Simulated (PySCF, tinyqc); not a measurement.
Coupled-perturbed Hartree-Fock on RHF in the sto-3g basis, for CH2, spin multiplicity 1, step by step (part 1 of 2). The lowest restricted solution is unstable here: a spin-polarised one lies 0.0223 hartree lower (PySCF). Computed by tinyqc, a small Python program that keeps every step (integrals from PySCF). Settings: charge = 0, multiplicity = 1, basis = sto-3g, method = RHF, energy threshold = 1e-10, iteration cap = 64, orthogonalisation = canonical, start = Wolfsberg-Helmholz matrix, DIIS depth = 6. Command: `OMP_NUM_THREADS=1 python tinyqc.py 24957 24958 out.jsonl` (the two numbers bound the seeds that draw the settings). One thread of a shared host (Intel(R) Xeon(R) Processor @ 2.60GHz), about 0.2 s of CPU time with the checks. The early iterations of the SCF are left out here.

## One-electron integrals

Geometry (angstrom):
```
atom         x          y         z
C     0.000000   0.000000  0.000000
H     0.000000   0.991000  0.769000
H     0.000000  -0.991000  0.769000
```

Basis sto-3g: exponents (1/bohr^2) and contraction coefficients of normalised primitives:
```
element  l (shell)   exponent  coefficient
C            s (1)  71.616837     0.154329
C            s (1)  13.045096     0.535328
C            s (1)   3.530512     0.444635
C            s (2)   2.941249    -0.099967
C            s (2)   0.683483     0.399513
C            s (2)   0.222290     0.700115
C            p (3)   2.941249     0.155916
C            p (3)   0.683483     0.607684
C            p (3)   0.222290     0.391957
H            s (1)   3.425251     0.154329
H            s (1)   0.623914     0.535328
H            s (1)   0.168855     0.444635
```

Overlap, kinetic and nuclear-attraction integrals over the contracted functions; the nuclear repulsion is the sum of Za Zb / Rab.

nuclear repulsion = 5.32939797 hartree

overlap S, order 1C 1s, 1C 2s, 1C 2px, 1C 2py, 1C 2pz, 2H 1s, 3H 1s:
$$\begin{pmatrix}
1.000000 & 0.248362 & 0.000000 & 0.000000 & 0.000000 & 0.042533 & 0.042533 \\
0.248362 & 1.000000 & 0.000000 & 0.000000 & 0.000000 & 0.400656 & 0.400656 \\
0.000000 & 0.000000 & 1.000000 & 0.000000 & 0.000000 & 0.000000 & 0.000000 \\
0.000000 & 0.000000 & 0.000000 & 1.000000 & 0.000000 & 0.321200 & -0.321200 \\
0.000000 & 0.000000 & 0.000000 & 0.000000 & 1.000000 & 0.249246 & 0.249246 \\
0.042533 & 0.400656 & 0.000000 & 0.321200 & 0.249246 & 1.000000 & 0.122782 \\
0.042533 & 0.400656 & 0.000000 & -0.321200 & 0.249246 & 0.122782 & 1.000000
\end{pmatrix}$$

kinetic energy T (hartree), order 1C 1s, 1C 2s, 1C 2px, 1C 2py, 1C 2pz, 2H 1s, 3H 1s:
$$\begin{pmatrix}
15.891122 & -0.085890 & 0.000000 & 0.000000 & 0.000000 & -0.011913 & -0.011913 \\
-0.085890 & 0.472250 & 0.000000 & 0.000000 & 0.000000 & 0.060998 & 0.060998 \\
0.000000 & 0.000000 & 1.477728 & 0.000000 & 0.000000 & 0.000000 & 0.000000 \\
0.000000 & 0.000000 & 0.000000 & 1.477728 & 0.000000 & 0.135177 & -0.135177 \\
0.000000 & 0.000000 & 0.000000 & 0.000000 & 1.477728 & 0.104895 & 0.104895 \\
-0.011913 & 0.060998 & 0.000000 & 0.135177 & 0.104895 & 0.760032 & -0.009884 \\
-0.011913 & 0.060998 & 0.000000 & -0.135177 & 0.104895 & -0.009884 & 0.760032
\end{pmatrix}$$

nuclear attraction V (hartree), order 1C 1s, 1C 2s, 1C 2px, 1C 2py, 1C 2pz, 2H 1s, 3H 1s:
$$\begin{pmatrix}
-34.496475 & -4.401781 & 0.000000 & 0.000000 & -0.015680 & -0.764870 & -0.764870 \\
-4.401781 & -6.022447 & 0.000000 & 0.000000 & -0.170648 & -1.977875 & -1.977875 \\
0.000000 & 0.000000 & -5.916862 & 0.000000 & 0.000000 & 0.000000 & 0.000000 \\
0.000000 & 0.000000 & 0.000000 & -6.035668 & 0.000000 & -1.452261 & 1.452261 \\
-0.015680 & -0.170648 & 0.000000 & 0.000000 & -5.988401 & -1.165226 & -1.165226 \\
-0.764870 & -1.977875 & 0.000000 & -1.452261 & -1.165226 & -3.996311 & -0.529719 \\
-0.764870 & -1.977875 & 0.000000 & 1.452261 & -1.165226 & -0.529719 & -3.996311
\end{pmatrix}$$

core Hamiltonian H = T + V (hartree), order 1C 1s, 1C 2s, 1C 2px, 1C 2py, 1C 2pz, 2H 1s, 3H 1s:
$$\begin{pmatrix}
-18.605354 & -4.487671 & 0.000000 & 0.000000 & -0.015680 & -0.776784 & -0.776784 \\
-4.487671 & -5.550197 & 0.000000 & 0.000000 & -0.170648 & -1.916877 & -1.916877 \\
0.000000 & 0.000000 & -4.439134 & 0.000000 & 0.000000 & 0.000000 & 0.000000 \\
0.000000 & 0.000000 & 0.000000 & -4.557940 & 0.000000 & -1.317085 & 1.317085 \\
-0.015680 & -0.170648 & 0.000000 & 0.000000 & -4.510673 & -1.060332 & -1.060332 \\
-0.776784 & -1.916877 & 0.000000 & -1.317085 & -1.060332 & -3.236279 & -0.539603 \\
-0.776784 & -1.916877 & 0.000000 & 1.317085 & -1.060332 & -0.539603 & -3.236279
\end{pmatrix}$$

## Two-electron integrals

Functions are numbered as in S; the eight-fold symmetry (ij|kl) = (ji|kl) = (kl|ij) leaves the list below.

Two-electron integrals (ij|kl) in chemists' order, unique and non-zero (hartree):
```
(11|11) 3.541948    (21|11) 0.576921    (21|21) 0.111888    (22|11) 0.854682
(22|21) 0.205284    (22|22) 0.624709    (31|31) 0.020296    (32|31) 0.030858
(32|32) 0.137996    (33|11) 0.852436    (33|21) 0.205335    (33|22) 0.624568
(33|33) 0.672833    (41|41) 0.020296    (42|41) 0.030858    (42|42) 0.137996
(43|43) 0.036269    (44|11) 0.852436    (44|21) 0.205335    (44|22) 0.624568
(44|33) 0.600295    (44|44) 0.672833    (51|51) 0.020296    (52|51) 0.030858
(52|52) 0.137996    (53|53) 0.036269    (54|54) 0.036269    (55|11) 0.852436
(55|21) 0.205335    (55|22) 0.624568    (55|33) 0.600295    (55|44) 0.600295
(55|55) 0.672833    (61|11) 0.099203    (61|21) 0.019136    (61|22) 0.035089
(61|33) 0.034971    (61|41) 0.000907    (61|42) 0.001702    (61|44) 0.035200
(61|51) 0.000704    (61|52) 0.001321    (61|54) 0.000178    (61|55) 0.035109
(61|61) 0.003344    (62|11) 0.255635    (62|21) 0.062308    (62|22) 0.210878
(62|33) 0.205663    (62|41) 0.004673    (62|42) 0.033276    (62|44) 0.215300
(62|51) 0.003626    (62|52) 0.025822    (62|54) 0.007478    (62|55) 0.211466
(62|61) 0.011128    (62|62) 0.096218    (63|31) 0.006105    (63|32) 0.032901
(63|43) 0.006369    (63|53) 0.004942    (63|63) 0.011306    (64|11) 0.177663
(64|21) 0.043839    (64|22) 0.157323    (64|33) 0.149467    (64|41) 0.008946
(64|42) 0.055745    (64|44) 0.168856    (64|51) 0.002204    (64|52) 0.017726
(64|54) 0.010103    (64|55) 0.153472    (64|61) 0.008167    (64|62) 0.085157
(64|64) 0.085303    (65|11) 0.137864    (65|21) 0.034019    (65|22) 0.122080
(65|33) 0.115984    (65|41) 0.002204    (65|42) 0.017726    (65|44) 0.121145
(65|51) 0.007816    (65|52) 0.046656    (65|54) 0.010373    (65|55) 0.128976
(65|61) 0.006337    (65|62) 0.066080    (65|64) 0.057420    (65|65) 0.055863
(66|11) 0.416801    (66|21) 0.103292    (66|22) 0.398835    (66|33) 0.378118
(66|41) 0.009266    (66|42) 0.090044    (66|44) 0.416580    (66|51) 0.007190
(66|52) 0.069873    (66|54) 0.029846    (66|55) 0.401278    (66|61) 0.018666
(66|62) 0.236002    (66|64) 0.230043    (66|65) 0.178510    (66|66) 0.774606
(71|11) 0.099203    (71|21) 0.019136    (71|22) 0.035089    (71|33) 0.034971
(71|41) -0.000907   (71|42) -0.001702   (71|44) 0.035200    (71|51) 0.000704
(71|52) 0.001321    (71|54) -0.000178   (71|55) 0.035109    (71|61) 0.003256
(71|62) 0.010540    (71|64) 0.007083    (71|65) 0.006013    (71|66) 0.017437
(71|71) 0.003344    (72|11) 0.255635    (72|21) 0.062308    (72|22) 0.210878
(72|33) 0.205663    (72|41) -0.004673   (72|42) -0.033276   (72|44) 0.215300
(72|51) 0.003626    (72|52) 0.025822    (72|54) -0.007478   (72|55) 0.211466
(72|61) 0.010540    (72|62) 0.069586    (72|64) 0.044318    (72|65) 0.046591
(72|66) 0.133372    (72|71) 0.011128    (72|72) 0.096218    (73|31) 0.006105
(73|32) 0.032901    (73|43) -0.006369   (73|53) 0.004942    (73|63) 0.007686
(73|73) 0.011306    (74|11) -0.177663   (74|21) -0.043839   (74|22) -0.157323
(74|33) -0.149467   (74|41) 0.008946    (74|42) 0.055745    (74|44) -0.168856
(74|51) -0.002204   (74|52) -0.017726   (74|54) 0.010103    (74|55) -0.153472
(74|61) -0.007083   (74|62) -0.044318   (74|64) -0.021461   (74|65) -0.029130
(74|66) -0.079166   (74|71) -0.008167   (74|72) -0.085157   (74|74) 0.085303
(75|11) 0.137864    (75|21) 0.034019    (75|22) 0.122080    (75|33) 0.115984
(75|41) -0.002204   (75|42) -0.017726   (75|44) 0.121145    (75|51) 0.007816
(75|52) 0.046656    (75|54) -0.010373   (75|55) 0.128976    (75|61) 0.006013
(75|62) 0.046591    (75|64) 0.029130    (75|65) 0.038248    (75|66) 0.094629
(75|71) 0.006337    (75|72) 0.066080    (75|74) -0.057420   (75|75) 0.055863
(76|11) 0.065416    (76|21) 0.016053    (76|22) 0.057457    (76|33) 0.055645
(76|44) 0.057114    (76|51) 0.001472    (76|52) 0.011679    (76|55) 0.059550
(76|61) 0.002817    (76|62) 0.024409    (76|64) 0.018735    (76|65) 0.018373
(76|66) 0.057790    (76|71) 0.002817    (76|72) 0.024409    (76|74) -0.018735
(76|75) 0.018373    (76|76) 0.007796    (77|11) 0.416801    (77|21) 0.103292
(77|22) 0.398835    (77|33) 0.378118    (77|41) -0.009266   (77|42) -0.090044
(77|44) 0.416580    (77|51) 0.007190    (77|52) 0.069873    (77|54) -0.029846
(77|55) 0.401278    (77|61) 0.017437    (77|62) 0.133372    (77|64) 0.079166
(77|65) 0.094629    (77|66) 0.266027    (77|71) 0.018666    (77|72) 0.236002
(77|74) -0.230043   (77|75) 0.178510    (77|76) 0.057790    (77|77) 0.774606
```

## Orthogonalisation

S = U s U^T; canonical form X = U s^(-1/2), so that X^T S X = 1. Each column of U has its largest component positive (the first on a tie).

eigenvalues of S: [0.368318, 0.480234, 0.862732, 1.000000, 1.113588, 1.396984, 1.778144]

X, order 1C 1s, 1C 2s, 1C 2px, 1C 2py, 1C 2pz, 2H 1s, 3H 1s:
$$\begin{pmatrix}
-0.321376 & 0.000000 & 0.757637 & 0.000000 & -0.605345 & 0.000000 & 0.181650 \\
1.072972 & 0.000000 & -0.359396 & 0.000000 & -0.325321 & 0.000000 & 0.441549 \\
0.000000 & 0.000000 & 0.000000 & 1.000000 & 0.000000 & 0.000000 & 0.000000 \\
0.000000 & 0.949587 & 0.000000 & 0.000000 & 0.000000 & 0.637064 & 0.000000 \\
0.588885 & 0.000000 & 0.629199 & 0.000000 & 0.621025 & 0.000000 & 0.238618 \\
-0.746226 & -0.768311 & -0.173260 & 0.000000 & 0.141509 & 0.393686 & 0.372481 \\
-0.746226 & 0.768311 & -0.173260 & 0.000000 & 0.141509 & -0.393686 & 0.372481
\end{pmatrix}$$

## Starting guess

The start is the generalised Wolfsberg-Helmholz matrix (K = 1.75) built on H; D = 2 C_occ C_occ^T.

D at the start, order 1C 1s, 1C 2s, 1C 2px, 1C 2py, 1C 2pz, 2H 1s, 3H 1s:
$$\begin{pmatrix}
2.066193 & -0.261953 & 0.000000 & 0.000000 & 0.139165 & -0.156698 & -0.156698 \\
-0.261953 & 1.160484 & 0.000000 & 0.000000 & -0.480776 & 0.377883 & 0.377883 \\
0.000000 & 0.000000 & 0.000000 & 0.000000 & 0.000000 & 0.000000 & 0.000000 \\
0.000000 & 0.000000 & 0.000000 & 1.235257 & 0.000000 & 0.409683 & -0.409683 \\
0.139165 & -0.480776 & 0.000000 & 0.000000 & 1.767399 & 0.144638 & 0.144638 \\
-0.156698 & 0.377883 & 0.000000 & 0.409683 & 0.144638 & 0.319746 & 0.047997 \\
-0.156698 & 0.377883 & 0.000000 & -0.409683 & 0.144638 & 0.047997 & 0.319746
\end{pmatrix}$$

## Iteration 8 (converged): orbitals

converged F (hartree), order 1C 1s, 1C 2s, 1C 2px, 1C 2py, 1C 2pz, 2H 1s, 3H 1s:
$$\begin{pmatrix}
-11.013603 & -2.955760 & 0.000000 & 0.000000 & -0.024789 & -0.518766 & -0.518766 \\
-2.955760 & -1.432581 & 0.000000 & 0.000000 & -0.060765 & -0.567396 & -0.567396 \\
0.000000 & 0.000000 & 0.227576 & 0.000000 & 0.000000 & 0.000000 & 0.000000 \\
0.000000 & 0.000000 & 0.000000 & -0.154449 & 0.000000 & -0.322517 & 0.322517 \\
-0.024789 & -0.060765 & 0.000000 & 0.000000 & -0.207122 & -0.274394 & -0.274394 \\
-0.518766 & -0.567396 & 0.000000 & -0.322517 & -0.274394 & -0.373252 & -0.165207 \\
-0.518766 & -0.567396 & 0.000000 & 0.322517 & -0.274394 & -0.165207 & -0.373252
\end{pmatrix}$$

Diagonalise F' = X^T F X, C = X C', fill 4 alpha and 4 beta electrons from the bottom; D = 2 C_occ C_occ^T. Each column has its largest component positive (the first on a tie).

F' = X^T F X (hartree):
$$\begin{pmatrix}
0.314628 & 0.000000 & 0.988802 & 0.000000 & -0.669551 & 0.000000 & 0.208253 \\
0.000000 & 0.556318 & 0.000000 & 0.000000 & 0.000000 & 0.107004 & 0.000000 \\
0.988802 & 0.000000 & -4.757101 & 0.000000 & 4.722296 & 0.000000 & -2.192169 \\
0.000000 & 0.000000 & 0.000000 & 0.227576 & 0.000000 & 0.000000 & 0.000000 \\
-0.669551 & 0.000000 & 4.722296 & 0.000000 & -5.224113 & 0.000000 & 2.411345 \\
0.000000 & 0.107004 & 0.000000 & 0.000000 & 0.000000 & -0.450726 & 0.000000 \\
0.208253 & 0.000000 & -2.192169 & 0.000000 & 2.411345 & 0.000000 & -1.904252
\end{pmatrix}$$

orbital energies (hartree): MO1 -11.019177, MO2 -0.783959, MO3 -0.461970, MO4 -0.309312, MO5 0.227576, MO6 0.541609, MO7 0.567563

coefficients C, order 1C 1s, 1C 2s, 1C 2px, 1C 2py, 1C 2pz, 2H 1s, 3H 1s:
$$\begin{pmatrix}
0.993436 & -0.222124 & 0.000000 & 0.133683 & 0.000000 & -0.150366 & 0.000000 \\
0.027334 & 0.730941 & 0.000000 & -0.600202 & 0.000000 & 0.828233 & 0.000000 \\
0.000000 & 0.000000 & 0.000000 & 0.000000 & 1.000000 & 0.000000 & 0.000000 \\
0.000000 & 0.000000 & 0.534337 & 0.000000 & 0.000000 & 0.000000 & 1.010964 \\
0.005056 & 0.138168 & 0.000000 & 0.739511 & 0.000000 & 0.786952 & 0.000000 \\
-0.005739 & 0.258186 & 0.471824 & 0.275541 & 0.000000 & -0.776546 & -0.722961 \\
-0.005739 & 0.258186 & -0.471824 & 0.275541 & 0.000000 & -0.776546 & 0.722961
\end{pmatrix}$$

D after iteration 8, order 1C 1s, 1C 2s, 1C 2px, 1C 2py, 1C 2pz, 2H 1s, 3H 1s:
$$\begin{pmatrix}
2.108251 & -0.430884 & 0.000000 & 0.000000 & 0.146384 & -0.052431 & -0.052431 \\
-0.430884 & 1.790529 & 0.000000 & 0.000000 & -0.685451 & 0.046364 & 0.046364 \\
0.000000 & 0.000000 & 0.000000 & 0.000000 & 0.000000 & 0.000000 & 0.000000 \\
0.000000 & 0.000000 & 0.000000 & 0.571032 & 0.000000 & 0.504226 & -0.504226 \\
0.146384 & -0.685451 & 0.000000 & 0.000000 & 1.131986 & 0.478819 & 0.478819 \\
-0.052431 & 0.046364 & 0.000000 & 0.504226 & 0.478819 & 0.730468 & -0.160004 \\
-0.052431 & 0.046364 & 0.000000 & -0.504226 & 0.478819 & -0.160004 & 0.730468
\end{pmatrix}$$

## Convergence

Stop when the energy changes by less than 1e-10 hartree and every element of the error matrix X^T (F D S - S D F) X is below 3e-06.

Course of the cycle:
```
iteration   E (hartree)     change  largest element of the error matrix
1          -38.10749410          -                             5.08e-01
2          -38.33707603  -2.30e-01                             1.18e-01
3          -38.34837726  -1.13e-02                             3.47e-02
4          -38.34985760  -1.48e-03                             4.51e-03
5          -38.34990737  -4.98e-05                             8.91e-04
6          -38.34990958  -2.21e-06                             1.49e-05
7          -38.34990958  -3.70e-10                             1.83e-07
8          -38.34990958  -6.39e-14                             7.32e-09
```

PySCF RHF in the same basis = -38.34990958 hartree

Converged in 8 iterations.

## Populations, bond orders and dipole

Mulliken: Z minus the diagonal of D S on the atom; Loewdin: the same with S^(1/2) D S^(1/2); Mayer order: 2 sum_s sum (D(s) S)_ij (D(s) S)_ji over the two atoms.

Charges (e):
```
atom   Mulliken    Loewdin
1C     0.016938   0.046653
2H    -0.008469  -0.023327
3H    -0.008469  -0.023327
```

Mayer bond orders:
```
pair     order
2-1   0.990600
3-1   0.990600
3-2   0.009328
```

dipole moment about the origin, x y z (debye): [0.000000, 0.000000, 1.366874]

## Integrals over molecular orbitals

(pq|rs) = sum C_ip C_jq C_kr C_ls (ij|kl), one index at a time.

one-electron integrals over orbitals h = C^T H C (hartree):
$$\begin{pmatrix}
-18.591305 & 0.355347 & 0.000000 & -0.199893 & 0.000000 & 0.226024 & 0.000000 \\
0.355347 & -4.469201 & 0.000000 & 0.254466 & 0.000000 & -0.808343 & 0.000000 \\
0.000000 & 0.000000 & -3.830240 & 0.000000 & 0.000000 & 0.000000 & -0.861350 \\
-0.199893 & 0.254466 & 0.000000 & -4.214145 & 0.000000 & -0.479994 & 0.000000 \\
0.000000 & 0.000000 & 0.000000 & 0.000000 & -4.439134 & 0.000000 & 0.000000 \\
0.226024 & -0.808343 & 0.000000 & -0.479994 & 0.000000 & -3.515697 & 0.000000 \\
0.000000 & 0.000000 & -0.861350 & 0.000000 & 0.000000 & 0.000000 & -3.626830
\end{pmatrix}$$

Two-electron integrals over orbitals (pq|rs), unique and non-zero (hartree):
```
(11|11) 3.508559    (21|11) -0.294900   (21|21) 0.039527    (22|11) 0.714099
(22|21) -0.007697   (22|22) 0.537664    (31|31) 0.007252    (32|31) 0.012052
(32|32) 0.132200    (33|11) 0.578891    (33|21) -0.002351   (33|22) 0.495849
(33|33) 0.501555    (41|11) 0.173943    (41|21) -0.020528   (41|22) 0.014235
(41|33) 0.006248    (41|41) 0.026187    (42|11) -0.109144   (42|21) 0.007694
(42|22) 0.015778    (42|33) 0.022843    (42|41) 0.011386    (42|42) 0.082926
(43|31) -0.002632   (43|32) 0.030436    (43|43) 0.040016    (44|11) 0.775278
(44|21) -0.012305   (44|22) 0.491167    (44|33) 0.448351    (44|41) -0.009953
(44|42) -0.087733   (44|44) 0.624371    (51|51) 0.021652    (52|51) 0.023808
(52|52) 0.092074    (53|53) 0.018389    (54|51) -0.013752   (54|52) -0.042613
(54|54) 0.051004    (55|11) 0.852004    (55|21) -0.009310   (55|22) 0.542141
(55|33) 0.465701    (55|41) 0.005096    (55|42) -0.058470   (55|44) 0.565068
(55|55) 0.672833    (61|11) -0.196573   (61|21) 0.028856    (61|22) 0.001670
(61|33) 0.001824    (61|41) -0.003678   (61|42) 0.015912    (61|44) -0.019581
(61|55) -0.005377   (61|61) 0.029356    (62|11) 0.237326    (62|21) -0.004846
(62|22) 0.088865    (62|33) 0.030637    (62|41) 0.014993    (62|42) -0.002348
(62|44) 0.061349    (62|55) 0.123649    (62|61) 0.005372    (62|62) 0.094831
(63|31) 0.001816    (63|32) -0.060027   (63|43) -0.036789   (63|63) 0.080264
(64|11) 0.137165    (64|21) -0.001246   (64|22) 0.038968    (64|33) 0.002334
(64|41) 0.000307    (64|42) -0.029681   (64|44) 0.080246    (64|55) 0.069890
(64|61) -0.000957   (64|62) 0.050459    (64|64) 0.049712    (65|51) 0.014466
(65|52) 0.050780    (65|54) -0.009446   (65|65) 0.038930    (66|11) 0.683554
(66|21) -0.005769   (66|22) 0.523272    (66|33) 0.496438    (66|41) 0.020227
(66|42) 0.050233    (66|44) 0.452470    (66|55) 0.495183    (66|61) 0.008528
(66|62) 0.068929    (66|64) 0.019014    (66|66) 0.558617    (71|31) 0.011764
(71|32) 0.018137    (71|43) -0.004422   (71|63) 0.002441    (71|71) 0.019151
(72|31) 0.009327    (72|32) 0.006408    (72|43) -0.035736   (72|63) 0.045019
(72|71) 0.014242    (72|72) 0.056260    (73|11) 0.252713    (73|21) -0.005651
(73|22) 0.061864    (73|33) 0.022897    (73|41) -0.000405   (73|42) -0.067218
(73|44) 0.113337    (73|55) 0.131391    (73|61) -0.006205   (73|62) 0.073025
(73|64) 0.059846    (73|66) 0.008489    (73|73) 0.124614    (74|31) -0.008564
(74|32) -0.074825   (74|43) -0.000798   (74|63) 0.043851    (74|71) -0.013667
(74|72) -0.008839   (74|74) 0.066942    (75|53) 0.018278    (75|75) 0.022233
(76|31) 0.007463    (76|32) 0.102024    (76|43) 0.044982    (76|63) -0.070996
(76|71) 0.011407    (76|72) -0.022834   (76|74) -0.054540   (76|76) 0.106002
(77|11) 0.718754    (77|21) -0.008131   (77|22) 0.505708    (77|33) 0.501288
(77|41) 0.004238    (77|42) -0.013498   (77|44) 0.504931    (77|55) 0.513651
(77|61) -0.005226   (77|62) 0.045324    (77|64) 0.020119    (77|66) 0.502571
(77|73) 0.062697    (77|77) 0.538438
```

## Response to a field: uncoupled start

dipole integrals <a|z|i> (bohr), order a5, a6, a7:
$$\begin{pmatrix}
0.000000 & 0.000000 & 0.000000 & 0.000000 \\
0.063398 & -0.211908 & 0.000000 & -0.499905 \\
0.000000 & 0.000000 & -0.826851 & 0.000000
\end{pmatrix}$$

Field along z; U_ai = -mu_ai / (e_a - e_i), alpha = -4 sum U_ai mu_ai.

uncoupled U, order a5, a6, a7:
$$\begin{pmatrix}
0.000000 & 0.000000 & 0.000000 & 0.000000 \\
-0.005484 & 0.159862 & 0.000000 & 0.587487 \\
0.000000 & 0.000000 & 0.803132 & 0.000000
\end{pmatrix}$$

uncoupled polarisability = 3.967929 bohr^3

## Coupled step 1

U_ai = -(mu_ai + sum_bj [4 (ai|bj) - (ab|ij) - (aj|bi)] U_bj) / (e_a - e_i); alpha = -4 sum U_ai mu_ai.

U after step 1, order a5, a6, a7:
$$\begin{pmatrix}
0.000000 & 0.000000 & 0.000000 & 0.000000 \\
-0.002483 & 0.056034 & 0.000000 & 0.635666 \\
0.000000 & 0.000000 & 0.793933 & 0.000000
\end{pmatrix}$$

polarisability = 3.945073 bohr^3

## Coupled step 2

As before.

U after step 2, order a5, a6, a7:
$$\begin{pmatrix}
0.000000 & 0.000000 & 0.000000 & 0.000000 \\
-0.002063 & 0.034613 & 0.000000 & 0.666891 \\
0.000000 & 0.000000 & 0.800479 & 0.000000
\end{pmatrix}$$

polarisability = 4.010898 bohr^3
